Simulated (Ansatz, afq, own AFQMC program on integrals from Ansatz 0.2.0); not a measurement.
# SiNH2, quartet: AFQMC among the cluster methods

```csv
atom,x (Å),y (Å),z (Å)
Si,0.0095,-0.1038,0.6022
N,-0.0872,0.1443,-1.1807
H,0.2656,1.1829,1.3191
H,0.6831,-0.2976,-1.6914
```

Connectivity, by distances: SiH–NH.

Basis cc-pVDZ. Noble-gas cores (and the filled d shells of Ga–Kr and In–Xe) are frozen. AFQMC by an in-house program on the Cholesky factors that Ansatz 0.2.0 writes for its CCSD(T) run. ph-AFQMC/CISD is guided by a CISD state made of CCSD amplitudes; releasing the constraint for a short imaginary time cuts its bias at the price of noise, slowly where states lie close. ± is one standard error of the sampling.

Determinant: UHF, the one that the program's search chose, which needn't be the lowest solution. The geometry is a point of a scan.

No full CI on the walks' own integrals is used here; CCSDT(Q) serves as the reference and is uncertain by about the last step of the cluster series.

Cautions: lower spins were not checked.

- T1 diagnostic: 0.0231
- weight of the determinant in the CISD state: 0.893
- ⟨S²⟩ of the determinant: 3.765
- size of the correlated space: 11 electrons in 36 orbitals

Reference: CCSDT(Q), correlation energy -6.391 eV. The released energy is read at 2.40 1/Eh (meV from the phaseless value at times in 1/Eh: 31 ± 12 at 0.24, 16 ± 10 at 0.51, 22 ± 13 at 0.99, 9 ± 14 at 1.62, -8 ± 15 at 2.40).

```csv
level,E − E(reference) (mEh),share of correlation (%)
HF,234.87,0.00
MP2,38.81,83.48
CCSD,7.36,96.87
CCSD(T),1.51,99.36
CCSDT,0.46,99.80
ph-AFQMC/HF,-0.27 ± 1.86,100.11
ph-AFQMC/CISD,-0.39 ± 0.57,100.17
released AFQMC,-0.67 ± 0.55,100.29
```

Released energies are given only where the last usable release times agree within the noise; a slower fall can still hide under it.
